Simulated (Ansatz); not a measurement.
# Where the states of V lie

```xyz
1
Lattice="-1.4989 1.4989 1.4989 1.4989 -1.4989 1.4989 1.4989 1.4989 -1.4989" Properties=species:S:1:pos:R:3 pbc="T T T"
V     0.0000    0.0000    0.0000
```

The structure comes from a relaxation in the same program, started in the bcc type, and has space group Im-3m. Whether it is a known phase or the ground state wasn't checked.

Computed with DFT, PBE, all-electron LAPW, scalar-relativistic (Ansatz 0.2.0).

The runs use a Γ-centred 16×16×16 k mesh, Fermi–Dirac smearing of 0.05 eV, basis error target 1 meV/atom, spin-polarised from start moments V 1.5 μB (the moments died away, and the run ended non-magnetic).

States per eV and cell, averaged over 0.4 eV, from -6.6 to 6.0 eV, with energies (bin centres) from the Fermi level; empty bins are left out. The partial columns, the largest 2 alone, are projections on Löwdin-orthogonalised atomic shells (those that the program's projection atoms carry: the occupied ones and, for some elements, an empty d or f shell; other empty shells have no column), summed over atoms of an element. Weights on diffuse s and p shells depend on that basis and aren't pure angular character.

| E (eV) | total | V 3d | V 4s |
| --- | --- | --- | --- |
| -6.5 | 0.01 | 0.00 | 0.01 |
| -6.1 | 0.05 | 0.00 | 0.04 |
| -5.7 | 0.07 | 0.00 | 0.06 |
| -5.3 | 0.09 | 0.00 | 0.08 |
| -4.9 | 0.12 | 0.01 | 0.10 |
| -4.5 | 0.15 | 0.01 | 0.13 |
| -4.1 | 0.19 | 0.03 | 0.15 |
| -3.7 | 0.25 | 0.06 | 0.18 |
| -3.3 | 0.45 | 0.20 | 0.24 |
| -2.9 | 0.90 | 0.61 | 0.28 |
| -2.5 | 1.24 | 0.97 | 0.24 |
| -2.1 | 1.33 | 1.14 | 0.16 |
| -1.7 | 0.72 | 0.66 | 0.04 |
| -1.3 | 1.40 | 1.34 | 0.01 |
| -0.9 | 2.05 | 1.96 | 0.04 |
| -0.5 | 1.80 | 1.62 | 0.09 |
| -0.1 | 2.17 | 1.88 | 0.17 |
| 0.3 | 1.13 | 0.98 | 0.07 |
| 0.7 | 0.48 | 0.39 | 0.03 |
| 1.1 | 0.54 | 0.48 | 0.01 |
| 1.5 | 0.95 | 0.93 | 0.01 |
| 1.9 | 1.74 | 1.71 | 0.01 |
| 2.3 | 2.32 | 2.30 | 0.01 |
| 2.7 | 3.13 | 3.08 | 0.03 |
| 3.1 | 1.73 | 1.62 | 0.08 |
| 3.5 | 1.21 | 1.10 | 0.08 |
| 3.9 | 0.60 | 0.49 | 0.09 |
| 4.3 | 0.42 | 0.27 | 0.10 |
| 4.7 | 0.37 | 0.20 | 0.11 |
| 5.1 | 0.35 | 0.15 | 0.11 |
| 5.5 | 0.32 | 0.12 | 0.11 |
| 5.9 | 0.30 | 0.09 | 0.10 |

Q: Which of the resolved shells contributes most within 0.3 eV of the Fermi level?

A: V 3d, with 87 % of all states there; V 4s follows with 7 %.

Q: Where is the centre of the filled V 3d states between -14 eV and the top of the filled states?

A: -1.26 eV from the Fermi level.
